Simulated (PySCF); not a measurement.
**Question.** Write a Z-matrix for InChI=1S/C4H8F2/c1-3-4(2,5)6/h3H2,1-2H3 as optimised with GFN2-xTB.

**Answer.** 
Z-matrix in Å and degrees, rows numbered from 1:
```
C 
C   1  1.5234
C   2  1.5262  1  112.81
C   3  1.5176  2  116.05  1    58.00
F   3  1.3723  2  108.36  1  -179.05
F   3  1.3696  2  109.42  1   -66.09
H   1  1.0865  2  109.69  3   172.10
H   1  1.0868  2  111.24  3   -68.15
H   1  1.0873  2  110.27  3    52.78
H   2  1.0912  1  110.93  3   121.09
H   2  1.0922  1  109.81  3  -119.37
H   4  1.0855  3  109.71  2   -67.98
H   4  1.0860  3  109.76  2    53.05
H   4  1.0878  3  108.92  2   172.73
```

Of the pairs four or more bonds apart, C1···H12 is among the closest relative to their van der Waals radii: 2.84 Å, 98 % of the sum of Bondi's values.

Computed geometry: GFN2-xTB, gas phase.

Point group: C1 (no symmetry element, even within 0.4 Å). Stationary, but not proved a minimum. One conformer, not necessarily the lowest (C1–C2–C3–C4 58°).
